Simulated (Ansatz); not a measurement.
## HCAl, singlet in 6-31G: errors against full CI

Geometry: a point of a breathe scan, not a stationary point.

| atom | x (Å) | y (Å) | z (Å) |
| --- | --- | --- | --- |
| Al | 0.0000 | 0.0294 | 0.5422 |
| C | 0.0000 | -0.1090 | -1.0674 |
| H | 0.0000 | 0.5123 | -1.7948 |

Basis 6-31G; Ansatz 0.2.0. Correlated methods freeze the noble-gas cores, which leaves 8 electrons in 18 orbitals. Prefix R: restricted or restricted open-shell reference; prefix U: unrestricted. Active spaces: valence = (8e, 9o) chosen from the atoms' valence shells; pair = (2e, 2o) about the gap.

Full CI is exact within this basis and frozen core; it isn't the basis-set limit. The frozen core follows each run's orbitals, which can shift R against U totals by a few meV.

- UHF ⟨S²⟩: 1.409
- ⟨S²⟩ of the determinant under UCCSD: 1.193
- T1 diagnostic (RCCSD): 0.1433
- largest doubles amplitude (RCCSD): 0.236

```json
{"level": "RHF", "E − E(full CI) (mEh)": "163.44", "share of correlation (%)": "0.00", "wall time": "–"}
{"level": "UHF†", "E − E(full CI) (mEh)": "113.99", "share of correlation (%)": "–", "wall time": "0.66 s"}
{"level": "RMP2", "E − E(full CI) (mEh)": "58.79", "share of correlation (%)": "64.03", "wall time": "–"}
{"level": "UMP2†", "E − E(full CI) (mEh)": "44.36", "share of correlation (%)": "–", "wall time": "–"}
{"level": "CISD", "E − E(full CI) (mEh)": "30.53", "share of correlation (%)": "81.32", "wall time": "0.45 s"}
{"level": "RCCSD", "E − E(full CI) (mEh)": "13.20", "share of correlation (%)": "91.93", "wall time": "–"}
{"level": "UCCSD†", "E − E(full CI) (mEh)": "4.61", "share of correlation (%)": "–", "wall time": "–"}
{"level": "RCCSD(T)", "E − E(full CI) (mEh)": "-0.73", "share of correlation (%)": "100.45", "wall time": "0.99 s"}
{"level": "UCCSD(T)†", "E − E(full CI) (mEh)": "-1.80", "share of correlation (%)": "–", "wall time": "3.5 s"}
{"level": "BCCD(T)", "E − E(full CI) (mEh)": "2.29", "share of correlation (%)": "98.60", "wall time": "1 s"}
{"level": "RCCSDT", "E − E(full CI) (mEh)": "1.09", "share of correlation (%)": "99.34", "wall time": "–"}
{"level": "UCCSDT*†", "E − E(full CI) (mEh)": "-7.34", "share of correlation (%)": "–", "wall time": "–"}
{"level": "CISDTQ", "E − E(full CI) (mEh)": "1.76", "share of correlation (%)": "98.92", "wall time": "1.9 s"}
{"level": "RCCSDT(Q)", "E − E(full CI) (mEh)": "-0.94", "share of correlation (%)": "100.57", "wall time": "1.7 s"}
{"level": "UCCSDT(Q)*†", "E − E(full CI) (mEh)": "-8.83", "share of correlation (%)": "–", "wall time": "7 s"}
{"level": "RCCSDTQ", "E − E(full CI) (mEh)": "0.13", "share of correlation (%)": "99.92", "wall time": "9 s"}
{"level": "UCCSDTQ*†", "E − E(full CI) (mEh)": "-9.52", "share of correlation (%)": "–", "wall time": "77 s"}
{"level": "CASSCF (pair space)", "E − E(full CI) (mEh)": "127.18", "share of correlation (%)": "22.19", "wall time": "–"}
{"level": "NEVPT2 (pair space)", "E − E(full CI) (mEh)": "25.59", "share of correlation (%)": "84.34", "wall time": "0.42 s"}
{"level": "MRCISD (pair space)", "E − E(full CI) (mEh)": "13.50", "share of correlation (%)": "91.74", "wall time": "–"}
{"level": "MRCISD+Q (pair space)", "E − E(full CI) (mEh)": "1.36", "share of correlation (%)": "99.16", "wall time": "0.57 s"}
{"level": "CASSCF (valence space)", "E − E(full CI) (mEh)": "33.46", "share of correlation (%)": "79.53", "wall time": "–"}
{"level": "NEVPT2 (valence space)", "E − E(full CI) (mEh)": "10.04", "share of correlation (%)": "93.85", "wall time": "3.3 s"}
{"level": "MRCISD (valence space)", "E − E(full CI) (mEh)": "1.84", "share of correlation (%)": "98.87", "wall time": "–"}
{"level": "MRCISD+Q (valence space)", "E − E(full CI) (mEh)": "1.16", "share of correlation (%)": "99.29", "wall time": "4.5 s"}
```

An asterisk marks runs whose energy the program itself flagged as in doubt. A dagger marks rows that describe another state than the reference (another or a broken symmetry, a higher spin or other natural occupations), so the difference isn't the method's error.

The correlation energy at full CI, counted from RHF, is -4.447 eV. That run took 29 s on 1 thread of Arm Neoverse V1, shared host over 4,682,448 determinants.

Times hold each run's SCF and search for its determinant on a shared host, so for small cases they say little of a method's own cost; they ran on 1 thread of Arm Neoverse V1.

More than 5 meV below full CI, which no variational method can be: RCCSD(T), RCCSDT(Q).

Unrestricted levels hold only the spin's projection, and here they fall towards a lower state of higher spin.

The full-CI state has the irrep A' of Cs, in the program's axes.

Natural occupations of full CI about the gap: 1.976 1.963 1.863 1.627 0.358 0.122 0.027 0.019 0.017 0.008; effectively unpaired electrons, Σ n²(2−n)², 0.84. No single determinant describes this state well, so single-reference rows can miss without a flag.
